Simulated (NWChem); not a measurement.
# Correlation energy of dichloromethane (CH2Cl2)

SMILES: ClCCl
```xyz
5

Cl     1.4776     0.0000     0.2145
C      0.0000     0.0000    -0.7559
Cl    -1.4776     0.0000     0.2145
H      0.0000     0.9015    -1.3789
H      0.0000    -0.9015    -1.3789
```
Charge 0, spin multiplicity 1.

The numbers come from NWChem runs, not from measurements. Structure: optimised with PBE0/def2-SVP, a minimum by its harmonic frequencies.

Basis set: def2-SVP. Each correlation energy counts from its own Hartree-Fock reference.

The correlated methods keep 11 core orbitals frozen. No row is a measurement; the coupled-cluster row has its own basis-set and correlation limits.

### Question
For the correlation energy, MP2 gives -411.4 mHa and CCSD(T) gives -457.8 mHa. What do CCSD+T(CCSD), CCSD, CR-CCSD[T] give?

### Answer
CCSD+T(CCSD): -458.2 mHa; CCSD: -446.9 mHa; CR-CCSD[T]: -455.7 mHa.
